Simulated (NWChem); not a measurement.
Program: NWChem. System: hydrogen cyanide (CHN), charge 0, spin multiplicity 1, at a geometry optimised with PBE/def2-SVP. Level: CCSD(T)/def2-TZVP, 2 core orbitals frozen.

Input file:

```
start mol
memory heap 100 mb stack 700 mb global 1900 mb
geometry units angstroms nocenter noautoz
  C      0.000000     0.000000    -0.505970
  N      0.000000     0.000000     0.661277
  H      0.000000     0.000000    -1.593117
  symmetry group C2v
end
basis spherical
  * library def2-tzvp
end
scf
  rhf
  nopen 0
  maxiter 100
  thresh 1e-7
  semidirect memsize 60000000 filesize 0
end
tce
  freeze core 2
  ccsd(t)
  2eorb
  2emet 13
  thresh 1e-6
  maxiter 100
  tilesize 24
end
task tce energy
```

Part of the output:

```
             Northwest Computational Chemistry Package (NWChem) 7.3.0
             --------------------------------------------------------

                                NWChem Input Module
                                -------------------

 Scaling coordinates for geometry "geometry" by  1.889725989
 (inverse scale =  0.529177249)

 Turning off AUTOSYM since
 SYMMETRY directive was detected!

                             Geometry "geometry" -> ""
                             -------------------------

 Output coordinates in angstroms (scale by  1.889725989 to convert to a.u.)

  No.       Tag          Charge          X              Y              Z
 ---- ---------------- ---------- -------------- -------------- --------------
    1 C                    6.0000     0.00000000     0.00000000    -0.50597000
    2 N                    7.0000     0.00000000     0.00000000     0.66127700
    3 H                    1.0000     0.00000000     0.00000000    -1.59311700

 Effective nuclear repulsion energy (a.u.)      23.6045764770

            Nuclear Dipole moment (a.u.)
            ----------------------------
        X                 Y               Z
 ---------------- ---------------- ----------------
     0.0000000000     0.0000000000     0.0000037795

      Symmetry information
      --------------------

 Group name             C2v
 Group number             16
 Group order               4
 No. of unique centers     3

      Symmetry unique atoms

     1    2    3


 Summary of "ao basis" -> "" (spherical)
 ------------------------------------------------------------------------------
       Tag                 Description            Shells   Functions and Types
 ---------------- ------------------------------  ------  ---------------------
 *                         def2-tzvp                  on all atoms

 Summary of "ao basis" -> "ao basis" (spherical)
 ------------------------------------------------------------------------------
       Tag                 Description            Shells   Functions and Types
 ---------------- ------------------------------  ------  ---------------------
 C                         def2-tzvp                11       31   5s3p2d1f
 N                         def2-tzvp                11       31   5s3p2d1f
 H                         def2-tzvp                 4        6   3s1p

                                 NWChem SCF Module
                                 -----------------

  ao basis        = "ao basis"
  functions       =    68
  atoms           =     3
  closed shells   =     7
  open shells     =     0
  charge          =   0.00
  wavefunction    = RHF
  use symmetry    = T
  symmetry adapt  = T

 Summary of "ao basis" -> "ao basis" (spherical)
 ------------------------------------------------------------------------------
       Tag                 Description            Shells   Functions and Types
 ---------------- ------------------------------  ------  ---------------------
 C                         def2-tzvp                11       31   5s3p2d1f
 N                         def2-tzvp                11       31   5s3p2d1f
 H                         def2-tzvp                 4        6   3s1p

      Symmetry analysis of basis
      --------------------------

        a1         32
        a2          6
        b1         15
        b2         15

 Forming initial guess at       0.1s

      Superposition of Atomic Density Guess
      -------------------------------------

 Sum of atomic energies:         -92.48268922
[...]
 Vector   10  Occ=0.000000D+00  E= 1.508998D-01  Symmetry=b2
              MO Center= -3.7D-32, -9.9D-17, -3.5D-01, r^2= 2.8D+00
   Bfn.  Coefficient  Atom+Function         Bfn.  Coefficient  Atom+Function
  ----- ------------  ---------------      ----- ------------  ---------------
    13      0.969063  1 C  py                44     -0.729693  2 N  py
    38     -0.274232  2 N  py                 7      0.208958  1 C  py
    41     -0.173900  2 N  py

 center of mass
 --------------
 x =   0.00000000 y =   0.00000000 z =   0.11072721

 moments of inertia (a.u.)
 ------------------
          41.640671814790           0.000000000000           0.000000000000
           0.000000000000          41.640671814790           0.000000000000
           0.000000000000           0.000000000000           0.000000000000

  Mulliken analysis of the total density
  --------------------------------------

    Atom       Charge   Shell Charges
 -----------   ------   -------------------------------------------------------
    1 C    6     6.06   0.86  1.12  0.53  0.58  0.10  1.21  1.21  0.37  0.02  0.04  0.01
    2 N    7     7.18   0.82  1.15  0.60  0.89  0.28  1.34  1.44  0.60  0.01  0.05  0.00
    3 H    1     0.76   0.24  0.43  0.07  0.02

       Multipole analysis of the density wrt the origin
       ------------------------------------------------

     L   x y z        total         open         nuclear
     -   - - -        -----         ----         -------
     0   0 0 0     -0.000000      0.000000     14.000000

     1   1 0 0     -0.000000      0.000000      0.000000
     1   0 1 0     -0.000000      0.000000      0.000000
     1   0 0 1     -1.308748      0.000000      0.000004

     2   2 0 0     -8.945811      0.000000      0.000000
     2   1 1 0     -0.000000      0.000000      0.000000
     2   1 0 1      0.000000      0.000000      0.000000
     2   0 2 0     -8.945811      0.000000      0.000000
     2   0 1 1      0.000000      0.000000      0.000000
     2   0 0 2     -7.014054      0.000000     25.479781

                   NWChem Extensible Many-Electron Theory Module
                   ---------------------------------------------


            General Information
            -------------------
      Number of processors :     1
         Wavefunction type : Restricted Hartree-Fock
          No. of electrons :    14
           Alpha electrons :     7
            Beta electrons :     7
           No. of orbitals :   136
            Alpha orbitals :    68
             Beta orbitals :    68
        Alpha frozen cores :     2
         Beta frozen cores :     2
     Alpha frozen virtuals :     0
      Beta frozen virtuals :     0
         Spin multiplicity : singlet
    Number of AO functions :    68
       Number of AO shells :    26
        Use of symmetry is : on
      Symmetry adaption is : on
         Schwarz screening : 0.10D-09

          Correlation Information
          -----------------------
          Calculation type : Coupled-cluster singles & doubles w/ perturbation
   Perturbative correction : (T)
            Max iterations :      100
        Residual threshold : 0.10D-05
     T(0) DIIS level shift : 0.00D+00
     L(0) DIIS level shift : 0.00D+00
     T(1) DIIS level shift : 0.00D+00
     L(1) DIIS level shift : 0.00D+00
     T(R) DIIS level shift : 0.00D+00
     T(I) DIIS level shift : 0.00D+00
   CC-T/L Amplitude update :  5-th order DIIS
                I/O scheme : Global Array Library
        L-threshold :  0.10D-05
        EOM-threshold :  0.10D-05
 no EOMCCSD initial starts read in
 TCE RESTART OPTIONS
 SLICE:      F
 D4D5:       F
 quantumc:   F
 qrotation:  F
 pwtce:      F
 qducc:      F
 nacto:                         0
 nrotv:                         0
 nrot:                          0

            Memory Information
            ------------------
          Available GA space size is     249032176 doubles
          Available MA space size is     104853900 doubles

 Maximum block size supplied by input
 Maximum block size        24 doubles

 tile_dim =     14

 -------------------------------------------------

 Global array virtual files algorithm will be used

 Parallel file system coherency ......... OK

 4-electron integrals stored in orbital form

 v2    file size   =          1171026
 4-index algorithm nr.  13 is used
 imaxsize =       30
 imaxsize ichop =        0


CCSD iterations
 ---------------------------------------------------------
 Iter          Residuum       Correlation     Cpu    Wall
 ---------------------------------------------------------
    1   0.1641710712691  -0.3446579602838     0.4     0.4
    2   0.0443315367410  -0.3375036937737     0.4     0.4
    3   0.0173584217720  -0.3473581624992     0.4     0.4
    4   0.0085636519722  -0.3472834897455     0.4     0.4
    5   0.0043761971149  -0.3483082107378     0.4     0.4
    6   0.0012385152541  -0.3487167611590     0.3     0.3
    7   0.0005183839084  -0.3487705919900     0.3     0.3
    8   0.0002558626405  -0.3487782798377     0.3     0.3
    9   0.0001368890584  -0.3487807483019     0.3     0.3
   10   0.0000749402436  -0.3487856503220     0.3     0.3
   11   0.0000135240535  -0.3487898436200     0.4     0.4
   12   0.0000049701713  -0.3487907653656     0.4     0.4
   13   0.0000021168238  -0.3487911828129     0.4     0.4
   14   0.0000010543666  -0.3487912976304     0.4     0.4
   15   0.0000005286762  -0.3487913590394     0.4     0.4
 -----------------------------------------------------------------
 Iterations converged
 CCSD correlation energy / hartree =        -0.348791359039371
 CCSD total energy / hartree       =       -93.257009770601044

 Singles contributions

 Doubles contributions
 CCSD(T)
 Using plain CCSD(T) code
             total no. of tasks          428
 total no. of tasks / no. procs          428
                         wl_min          504           2.8
                         wl_max        74088           6.5
        thresh for no. of tasks          428

 CCSD[T]  correction energy / hartree =        -0.018986640338569
 CCSD[T] correlation energy / hartree =        -0.367777999377940
 CCSD[T] total energy / hartree       =       -93.275996410939612
 CCSD(T)  correction energy / hartree =        -0.018110139582214
 CCSD(T) correlation energy / hartree =        -0.366901498621586
 CCSD(T) total energy / hartree       =       -93.275119910183264

 Task  times  cpu:       16.3s     wall:       16.3s

 Total times  cpu:       16.4s     wall:       16.4s
```
